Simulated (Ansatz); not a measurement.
# GeH4, singlet: the ladder up to RCCSDT(Q)

Geometry: a PBE0/def2-TZVP stationary point for this spin, not checked as a minimum.

```xyz
5

Ge    0.0000    0.0000    0.0000
H     0.8843    0.8872    0.8860
H    -0.8879   -0.8840    0.8857
H    -0.8838    0.8845   -0.8892
H     0.8874   -0.8877   -0.8825
```

Basis cc-pVTZ; Ansatz 0.2.0. Only valence electrons are correlated (noble-gas cores and the filled d shells of p-block atoms frozen), which leaves 8 electrons in 85 orbitals. Prefix R: restricted or restricted open-shell reference. Active spaces: valence = (8e, 8o) chosen from the atoms' valence shells. No spin–orbit coupling is included, and no scalar relativity.

Full CI isn't at hand for all of this; RCCSDT(Q) serves as the reference, and is uncertain by about the last step of the cluster series.

```
UHF ⟨S²⟩                          : 0.000
T1 diagnostic (RCCSD)             : 0.0099
largest doubles amplitude (RCCSD) : 0.026
```

| level | E − E(RHF) (eV) |
| --- | --- |
| RMP2 | -3.7670 |
| RCCSD | -4.5445 |
| RCCSD(T) | -4.6433 |

(1) Estimate how far RCCSDT(Q) in cc-pVTZ lies from RCCSD(T). The table doesn't fix it; the size of (T) and the diagnostics are the guide.

(1) RCCSDT(Q) in cc-pVTZ lies 0.47 kcal/mol below RCCSD(T), which is 21 % of the (T) step (-2.28 kcal/mol). The diagnostics are small and one determinant leads, so the series closes fast and only a small part of (T) is left.

The other levels:

| level | E − E(RCCSDT(Q)) (kcal/mol) | share of correlation (%) | wall time |
| --- | --- | --- | --- |
| BCCD(T) | 0.46 | 99.57 | 1.9 s |
| RCCSDT | 0.06 | 99.95 | – |
| CASSCF (valence space) | 70.96 | 34.02 | – |
| NEVPT2 (valence space) | 20.37 | 81.06 | 4.7 s |

The correlation energy at RCCSDT(Q), counted from RHF, is -4.664 eV. That run took 39 s on 1 thread of Intel Xeon 6975P-C, shared host.

Times hold each run's SCF and search for its determinant on a shared host, so for small cases they say little of a method's own cost; they ran on 1 thread of Intel Xeon 6975P-C.

Natural occupations of CASSCF (valence space) about the gap: 1.987 1.974 1.974 1.974 0.032 0.020 0.020 0.020; effectively unpaired electrons, Σ n²(2−n)², 0.02.

Atomization energy (electronic, same basis, no zero-point term; atoms at the same level, unrestricted beside the R rows where the molecule is a closed shell, but restricted open-shell past Ca, as are all atoms' steps beyond CCSDT(Q)) at RCCSDT(Q): 1213.2 kJ/mol. Errors of other levels:

| level | error (kJ/mol) |
| --- | --- |
| RHF | -263.9 |
| RMP2 | -41.4 |
| RCCSD | -4.9 |
| RCCSD(T) | -0.5 |
| BCCD(T) | -0.5 |
| RCCSDT | -0.1 |
| CASSCF (valence space) | -142.9 |
| NEVPT2 (valence space) | -50.9 |

This basis is far from its limit, so the value isn't to be set against a measured one.
